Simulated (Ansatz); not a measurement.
We consider zinc-blende BAs, described by PBE in Ansatz (plane waves, PAW).

The same calculation (at the measured cell, 13.626 Å³/atom) with different numerical settings:

| run | k mesh | gap on the mesh (eV) | total energy (eV/atom) | rough time |
|---|---|---|---|---|
| 1 | 4×4×4 | 1.422 | -2505.9620 | under 3 core-s |
| 2 | 6×6×6 | 1.280 | -2506.0418 | under 3 core-s |
| 3 | 8×8×8 | 1.197 | -2506.0500 | under 3 core-s |
| 4 | 12×12×12 | 1.192 | -2506.0513 | under 3 core-s |
| 5 | 16×16×16 | 1.197 | -2506.0513 | 5 core-s |
| 6 | 20×20×20 | 1.184 | -2506.0513 | 8 core-s |

In the column total energy (eV/atom) the first row differs from the last by +0.0893 and the next to last by 0.0000.

The last row is no converged limit: other settings stay fixed.

Spin–orbit coupling is not included.

Ansatz is a quantum-chemistry and plane-wave program.
